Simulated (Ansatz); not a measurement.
Geometry optimisation, RKS PBE0/def2-SVP (Ansatz 0.2.0).

The input (input.yaml):

```yaml
crystal:
  periodic: [false, false, false]
  atoms:
    - { symbol: "N", position_ang: [0.51274, -0.23622, -1.71579] }
    - { symbol: C, position_ang: [0.06435, -0.05912, -0.51919] }
    - { symbol: C, position_ang: [-0.7521, 0.18465, 0.38962] }
    - { symbol: O, position_ang: [-0.84728, 0.0059, 1.7917] }
    - { symbol: H, position_ang: [1.07989, 0.5599, -2.04466] }
    - { symbol: H, position_ang: [-0.0576, -0.45511, 2.09832] }
total_charge: -1
basis:
  gaussian: { orbitals: def2-SVP }
hamiltonian:
  xc: pbe0
relax:
  f_tol: 0.02
  max_steps: 50
output:
  orbitals: {}
```

Launched with:

```bash
$ ansatz run input.yaml --threads 1 --pin off --max-ram 2048MiB --backend cpu --events-out ev --progress --plain --runs-dir out
```

Q: Where does it end, and by what steps?

A: The forces met the threshold. Limits of this set-up: an anion without diffuse functions, the dipole of an ion depends on the origin. After 9 steps the energy has fallen by 0.207 eV; H6 moved furthest, 0.24 Å.

```json
{"step": "0", "energy less start (eV)": "0.0000", "largest force component (eV/Å)": "3.661", "accepted": "yes"}
{"step": "1", "energy less start (eV)": "-0.1310", "largest force component (eV/Å)": "0.895", "accepted": "yes"}
{"step": "2", "energy less start (eV)": "-0.1543", "largest force component (eV/Å)": "0.895", "accepted": "yes"}
{"step": "3", "energy less start (eV)": "-0.1842", "largest force component (eV/Å)": "0.606", "accepted": "yes"}
{"step": "4", "energy less start (eV)": "-0.1960", "largest force component (eV/Å)": "0.541", "accepted": "yes"}
{"step": "5", "energy less start (eV)": "-0.2029", "largest force component (eV/Å)": "0.339", "accepted": "yes"}
{"step": "6", "energy less start (eV)": "-0.1808", "largest force component (eV/Å)": "0.912", "accepted": "no"}
{"step": "7", "energy less start (eV)": "-0.2062", "largest force component (eV/Å)": "0.160", "accepted": "yes"}
{"step": "8", "energy less start (eV)": "-0.2069", "largest force component (eV/Å)": "0.046", "accepted": "yes"}
{"step": "9", "energy less start (eV)": "-0.2070", "largest force component (eV/Å)": "0.017", "accepted": "yes"}
```

```xyz
6
Properties=species:S:1:pos:R:3
N 0.558 -0.283 -1.638
C -0.085 -0.022 -0.554
C -0.925 0.208 0.396
O -0.774 -0.007 1.770
H 1.142 0.533 -1.885
H 0.085 -0.429 1.909
```

The run took 20 s on 1 thread of Arm Neoverse V1, with other jobs on the host, peak memory 0.13 GiB.
